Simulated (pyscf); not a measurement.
Thermochemistry of product channels of methane (CH₄) + O atom (O) [triplet] on the triplet surface, in kcal/mol, from CCSD(T)/def2-TZVPP + ΔMP2(QZVPP) energies (ideal gas, 1 atm, RRHO with modes under 100 cm⁻¹ raised to 100, one conformer, R ln 2 for rigid chiral ones). Structures and frequencies: ωB97X-D3(BJ)/def2-SVP in PySCF. MP2 and CC: frozen core, UHF for open shells. ΔMP2 is the change of the MP2 total energy from the triple- to the quadruple-zeta basis.

| products | ΔE | ΔH(298 K) | ΔG(298 K) | ΔG(600 K) |
|---|---|---|---|---|
| formaldehyde (H₂C=O) + H atom (H•) + H atom (H•) | +47.5 | +37.8 | +30.0 | +21.6 |
| methylene (CH₂) [triplet] + water (H₂O) | -2.3 | -5.2 | -8.5 | ? |
| methoxy (H₃C–O•) + H atom (H•) | +21.7 | +16.8 | +15.9 | +14.8 |
| methyl (CH₃•) + hydroxyl (OH•) | ? | +2.8 | +0.3 | -2.5 |
| hydroxymethyl (•H₂C–OH) + H atom (H•) | +12.2 | +8.0 | +6.9 | +5.4 |

Task: Some entries are withheld; supply them.

Result: 
- methylene (CH₂) [triplet] + water (H₂O), ΔG(600 K): -12.0
- methyl (CH₃•) + hydroxyl (OH•), ΔE: +6.3

These are energies of the channels, which say nothing of barriers. The CCSD(T) − MP2 part came from Ansatz, without density fitting, on the same reference. Left out: orbital degeneracy and the spin-orbit lowering of OH, O. The orbital near-degeneracy of the XH₃O or XH₃S radical is left out.
